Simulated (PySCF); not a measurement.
Bond curve of SH⁺

Set-up: H x2c-SVPall, S x2c-SVPall; spin-free X2C with a Gaussian nucleus (PySCF 2.14). Energies in eV from H + S⁺ in their ground configurations at the same level. State: ³Σ⁻ (triplet), unpaired electrons π ↑↑.

All columns are PBE0. A positive dipole points towards S; it is taken about the centre of mass and depends on that origin.

```csv
R (Å),E (eV),μ (D),Mulliken charge on H (basis-dependent),HOMO (eV),LUMO (eV),Mayer bond order,⟨S²⟩
1.186,-3.124,-1.29,0.15,-19.07,-13.44,0.97,2.01
1.241,-3.457,-1.36,0.18,-19.01,-13.39,0.96,2.01
1.296,-3.648,-1.43,0.20,-18.95,-13.34,0.95,2.01
1.338,-3.718,-1.48,0.22,-18.91,-13.30,0.94,2.01
1.379,-3.738,-1.54,0.23,-18.86,-13.26,0.93,2.01
1.420,-3.717,-1.60,0.25,-18.82,-13.22,0.92,2.01
1.476,-3.641,-1.69,0.26,-18.77,-13.16,0.91,2.01
1.544,-3.485,-1.81,0.28,-18.70,-13.10,0.90,2.01
1.627,-3.241,-1.95,0.30,-18.61,-13.01,0.89,2.01
1.738,-2.862,-2.17,0.32,-18.51,-12.90,0.87,2.02
```

A fit through these points gives, at Re = 1.377 Å, μ = -1.54 D and dμ/dR = -1.45 D/Å; the reduced mass is 0.977 u.

Question: How strong is the fundamental in the double-harmonic approximation, I = 42.26·(dμ/dR)²/μred km/mol?

Answer: I = 42.26·(-1.45)²/0.977 = 90.9 km/mol at PBE0.

For an ion De counts to the pair picked by the measured ionisation energies or electron affinities, which need not be the lowest pair at this level. The state is the lowest determinant that a PBE0 search found; another state may lie lower at other levels.
